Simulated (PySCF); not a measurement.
Adding and removing an electron: SF

PBE; S aug-cc-pV(D+d)Z, F aug-cc-pVDZ; no relativity (PySCF 2.14). Neutral (UKS): doublet (π ↑), Re = 1.650 Å, ωe = 794 cm⁻¹, De = 4.02 eV, HOMO -6.04 eV, LUMO -5.80 eV.

SF⁻ (UKS): singlet (closed shell), Re = 1.768 Å, ωe = 617 cm⁻¹, De = 2.64 eV to S + F⁻. The energies at the minima are -497.72023 hartree for SF and -497.80519 for SF⁻.

Problem. Work out the adiabatic electron affinity, without and with harmonic zero-point energies (1 hartree = 27.2114 eV, 1 eV = 8065.5 cm⁻¹), and the change of the bond length.

Solution. At PBE: 0.08496 hartree = 2.312 eV between the minima; the zero-point term (794.0 − 617.0)/2 cm⁻¹ = +0.011 eV makes it 2.323 eV. Re changes by +11.8 pm against the neutral. The electron enters a π orbital, and the longer bond of the ion fits an antibonding orbital, or a change in how ionic the bond is.

For an ion De counts to the pair picked by the measured ionisation energies or electron affinities, which need not be the lowest pair at this level. The highest Kohn–Sham level is positive in this anion. Much of that is self-interaction error, but it also means that the finite basis helps to hold the extra electron. States were picked by a PBE0 search and need not be the measured ground states.
